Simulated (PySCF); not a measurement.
Compound: chloroacetonitrile, C2H2ClN.
Numbering: `[N:1]#[C:2][CH2:3][Cl:4]` (hydrogens: H5, H6 on C3)

Computed with TDDFT CAM-B3LYP/def2-SVPD, vertical, gas phase, core orbitals frozen in the response (PySCF). Geometry: GFN2-xTB; no solvent, vibrations or thermal averaging.

Each state is given a Gaussian of 0.4 eV full width at half maximum, with ε(max) = 2.175×10⁸ f / Δν̃ (Δν̃ the width in cm⁻¹). The cross-section is σ = 3.8235×10⁻²¹ ε cm², given in Mb (10⁻¹⁸ cm²). The width is an assumption, not a result. The curve ends short of the highest state used, and states not computed would add to its high-energy end.

```
λ (nm)  σ (Mb)
 153.3    4.88
 155.6    8.16
 157.9   11.61
 160.1   11.10
 162.4    7.10
 164.7    3.18
 167.0    1.16
 169.3    0.51
 171.6    0.36
 173.9    0.41
 176.2    0.72
 178.5    1.34
 180.8    2.03
 183.1    2.39
 185.4    2.21
 187.7    1.63
 190.0    0.98
 192.3    0.48
 194.6    0.20
 196.9    0.07
 199.2    0.02
 201.5    0.01
 203.7    0.00
 206.0    0.00
```

(1) Locate the maxima and give the states behind the curve.

(2) Coming from long wavelengths, where does ε first pass 100 L mol⁻¹ cm⁻¹?

(3) Does any computed singlet lie in the visible range?

(4) On this curve, what absorbance would a 10⁻⁵ mol/L sample give at 193 nm over a 1 cm path?

## Answers

(1) 183 nm (6.76 eV), ε about 630, made up of S2 (97%); 159 nm (7.81 eV), ε about 3100, made up of S4 (99%) (ε in L mol⁻¹ cm⁻¹; maxima over ε = 5, shares over 10%). The states used: S1 6.62 eV (f 0.0004); S2 6.76 eV (f 0.0090); S3 7.30 eV (f 0.0012); S4 7.81 eV (f 0.046); S5 8.13 eV (f 0.0016); S6 8.37 eV (f 0.016); S7 8.49 eV (f 0.024); S8 8.69 eV (f 0.0058).

(2) At about 193 nm (6.43 eV), 0.19 eV below S1.

(3) No computed singlet lies in the visible range (380 to 750 nm); the lowest, at 187 nm, stands 3.35 eV above its violet end (3.26 eV).

(4) 193 nm is 6.424 eV, where ε is about 99 L mol⁻¹ cm⁻¹, so A = ε c l ≈ 0.00099 (Beer–Lambert, with the gas-phase spectrum and the assumed width).
